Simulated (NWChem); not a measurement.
# UPBE/aug-cc-pVDZ run of doublet [COF2]−

We compute the energy of doublet [COF2]−. 

The results are computed with NWChem 7.3.0.

41 further runs of the same task are left out: 1 that didn't finish, 40 set aside as unsound or not needed.

## Step 1: The structure to begin with

[COF2]− has 4 atoms, charge -1, and is taken as a doublet. SMILES of the parent species: `O=C(F)F`. The coordinates come from a PBE0-D4/def2-TZVP relaxation. That shape belongs to the parent species and isn't relaxed for this state.

Bond lengths: O1–C2 1.169 Å, C2–F3 1.309 Å, C2–F4 1.309 Å. Angles: O1–C2–F3 126.1°, O1–C2–F4 126.1°, F3–C2–F4 107.8°.

## Step 2: The energy at UPBE/aug-cc-pVDZ

Input file cf2o.xyz:

```xyz
4
CF2O
O     -1.242660    -0.157400     0.153910
C     -0.091830    -0.011630     0.011370
F      0.845490    -0.826670     0.424670
F      0.488990     0.995700    -0.589960
```

Input file cf2o.nw:

```
start cf2o
title "CF2O"
memory 2200 mb
charge -1
geometry units angstrom noautosym nocenter noautoz
  load format xyz cf2o.xyz
end
basis spherical bse
  * library aug-cc-pVDZ
end
dft
  xc xpbe96 cpbe96
  mult 2
  grid fine
  convergence energy 1e-08
  maxiter 100
  mulliken
end
task dft energy
```

Launch:

```sh
nwchem cf2o.nw > cf2o.out
```

What values should one expect? Wanted: total energy; HOMO energy; LUMO energy; ⟨S²⟩.

Answer, from the run:

Level: UPBE/aug-cc-pVDZ.

| quantity | value |
| --- | --- |
| total energy | -312.72322 Eh |
| HOMO energy (highest over α and β) | 2.79 eV |
| LUMO energy (lowest over α and β) | 3.27 eV |
| ⟨S²⟩ | 0.750 |

In words: The run may have ended on a state above the lowest. The SCF solution is unstable: a lower one exists. Mulliken charges run from -1.83 on C2 to +0.44 on O1; in a basis this large or diffuse they mean little. The HOMO lies at positive energy, 2.79 eV, as semi-local functionals often give for anions; only total energies tell whether the electron is bound.

The anion's highest level is positive in at least one run, so there the basis alone may hold the extra electron.
